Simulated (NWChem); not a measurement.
hydrogen isocyanide (CHN); SMILES [C-]#[NH+]

Computed with NWChem. Pople sets run with spherical d functions. Each level has its own optimisation; frequencies are unscaled.

Question: Order these by “dipole (D)”, lowest first: Hartree-Fock/6-31G*; Hartree-Fock/6-311++G**; Hartree-Fock/STO-3G.

Answer: Hartree-Fock/STO-3G (2.46), Hartree-Fock/6-31G* (2.83), Hartree-Fock/6-311++G** (2.94)
